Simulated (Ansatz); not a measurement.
# CH5B: composite energy at a relaxed geometry in Python

A script is to give a composite energy at a relaxed geometry; the system is CH5B. SMILES: BC.

Program: the Python package of Ansatz 0.2.0. The levels of theory stand in the script. These are calculated values, not measurements.

### Step 1. Starting point

Bond lengths: B1–C2 1.613 Å, B1–H3 1.091 Å, B1–H4 1.150 Å, C2–H5 1.093 Å, C2–H6 1.114 Å, C2–H7 1.089 Å. Angles: B1–C2–H5 109.2°, B1–C2–H6 108.7°, B1–C2–H7 112.9°, H5–C2–H6 108.6°, H5–C2–H7 109.4°, H6–C2–H7 107.9°, C2–B1–H3 123.4°, C2–B1–H4 115.5°, H3–B1–H4 121.1°.

ch5b.xyz, read by the script:

```xyz
7

B    -0.21140   -0.91000    0.04540
C     0.18190    0.65250   -0.03340
H     0.40650   -1.66140    0.53930
H    -1.21590   -1.19270   -0.43900
H     0.32260    1.03890    0.97940
H     1.14330    0.75190   -0.58780
H    -0.56580    1.25270   -0.54950
```

### Step 2. The script

Input file composite.py:

```python
"""Relax CH5B cheaply, then refine its energy."""

import itertools

import ansatz
from ase.data import atomic_numbers, covalent_radii
import numpy as np


def main() -> None:
    geometry = ansatz.Crystal.molecule_from_extxyz("ch5b.xyz")

    calc = (
        geometry.calculation()
        .basis(gaussian="def2-SVP")
        .functional("r2scan", dispersion="d4")
    )
    symbols = [site.symbol for site in geometry.cartesian_sites]
    start = np.array([site.position_ang for site in geometry.cartesian_sites], dtype=float)
    data = calc.relax(force_tolerance=0.01).run(threads=1, pin="off").report
    end = np.array(data["positions_ang"])
    # pairs closer than 1.2 times the sum of covalent radii, before or after
    radius = [covalent_radii[atomic_numbers[s]] for s in symbols]
    span = lambda where, i, j: np.linalg.norm(where[i] - where[j])
    bonded = [(i, j) for i, j in itertools.combinations(range(len(symbols)), 2) if min(span(start, i, j), span(end, i, j)) < 1.2 * (radius[i] + radius[j])]
    print("pair        before    after (A)")
    for i, j in bonded:
        print(f"{symbols[i]}{i}-{symbols[j]}{j}".ljust(10), f"{span(start, i, j):8.4f} {span(end, i, j):8.4f}")
    for first, second in list(itertools.combinations(bonded, 2)):
        shared = set(first) & set(second)
        if shared and symbols[(j := shared.pop())] != "H":
            i, k = sorted((set(first) | set(second)) - {j})
            u, v = end[i] - end[j], end[k] - end[j]
            angle = np.degrees(np.arccos(np.clip(u @ v / np.linalg.norm(u) / np.linalg.norm(v), -1, 1)))
            print(f"final angle {symbols[i]}{i}-{symbols[j]}{j}-{symbols[k]}{k}: {angle:.2f} deg")

    minimum = ansatz.Crystal.molecule()
    for symbol, place in zip(symbols, end):
        minimum = minimum.atom(symbol, place.tolist())
    at_minimum = minimum.calculation()
    # MP2 extrapolated to the basis limit, plus the small-basis difference CCSD(T) - MP2
    level = lambda method, basis: at_minimum.basis(gaussian=basis).correlation(method).run(threads=1, pin="off").report
    small, large, cluster = level("mp2", "cc-pVDZ"), level("mp2", "cc-pVTZ"), level("ccsd_t", "cc-pVDZ")
    corr = lambda each: (each["free_energy_ev"] - each["reference_energy_ev"]) / 27.211386246
    mp2_limit = (27 * corr(large) - 8 * corr(small)) / 19
    pieces = {"HF / cc-pVTZ": large["reference_energy_ev"] / 27.211386246, "MP2 correlation, DZ-TZ limit": mp2_limit, "CCSD(T) - MP2 / cc-pVDZ": corr(cluster) - corr(small)}
    for name, value in pieces.items():
        print(f"{name:32s} {value:14.6f} Ha")
    print(f"{'sum':32s} {sum(pieces.values()):14.6f} Ha")
    print("T1 diagnostic", round(cluster["correlation"]["coupled_cluster"]["t1_diagnostic"], 4))


if __name__ == "__main__":
    main()
```

### Step 3. Running it

The run is started by

```
python composite.py
```

Without the output at hand: what should come out? Wanted: T1 diagnostic; composite energy.

The runs gave:

```
        quantity          value
   T1 diagnostic         0.0079
composite energy  -65.819478 Ha
   runs compared              3
```

In words: All 3 runs converged, in 11 to 16 cycles. A T1 diagnostic under about 0.02 supports a single-reference treatment, as here. Run 0: The relaxation took 7 moves; the largest shift is 0.345 Å, of atom 4 (H). The sum leaves out core correlation, relativity, the Hartree-Fock basis error and zero-point energy; a DZ-TZ extrapolation is rough. Inner cores stay frozen, so this is valence correlation. An extrapolation from small basis sets is rough.
